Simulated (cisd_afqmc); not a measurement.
Input (AFQMC/CISD/aug-cc-pV(T+d)Z; cisd_afqmc is a phaseless AFQMC code with CISD trial states that reads the integrals written by Ansatz): A basis named .json is the Basis Set Exchange file of that set.

Ansatz 0.2 input:
```python
import cisd_afqmc

open("ham.yaml", "w").write("""\
crystal:
  periodic: [false, false, false]
  atoms:
    - {symbol: P, position_ang: [0.00000000, 0.00000000, -0.11565694]}
    - {symbol: H, position_ang: [1.02013000, 0.00000000, 0.86742706]}
    - {symbol: H, position_ang: [-1.02013000, 0.00000000, 0.86742706]}
basis:
  gaussian:
    orbitals: aug-cc-pV_T+d_Z.json
magnetization: {spin_polarized: true, initial_magnetization: 1}
correlation: {method: ccsd, electrons: outside_noble_gas, hamiltonian_folder: ham}
""")
rep = cisd_afqmc.ansatz("ham.yaml")
e_ccsd = rep["correlation"]["coupled_cluster"]["energy"]["hartree"]
out = cisd_afqmc.run("ham", e_ccsd, trial="CISD", walkers=1000, populations=1, threads=12, dt=0.005, steps=40, early=24, settle=10, least=100,
    cut=5e-5, rank_cut=2e-4, target=0.0004, seconds=1000, seed=4, memory=62639, gpu=True)
```

Output:

```
orbitals 96, occupied [4, 3], factors 428 of 570, rank of the doubles 219 of 647
E(HF) = -341.889421
E(CCSD) on the cut factors = -342.055932, shift to the whole factors -0.000009
Energy of the trial state on the determinant = -342.055848
  tau behind 7.2 of longer steps, mean of the populations' last blocks
   2.0  -342.06251
   4.0  -342.06253
   6.0  -342.06259
   8.0  -342.06309
  10.0  -342.06282
  12.0  -342.06372
  14.0  -342.06313
  16.0  -342.06303
  18.0  -342.06312
  20.0  -342.06281
  22.0  -342.06317
blocks 100 (0 outliers left out), error by blocks joined: 1: 0.00005, 2: 0.00007, 4: 0.00008, 8: 0.00011
E(AFQMC/CISD) = -342.06300 +/- 0.00011
```

The error still grows at the longest joins of blocks, or few joins were possible, so the printed bar may be too narrow.
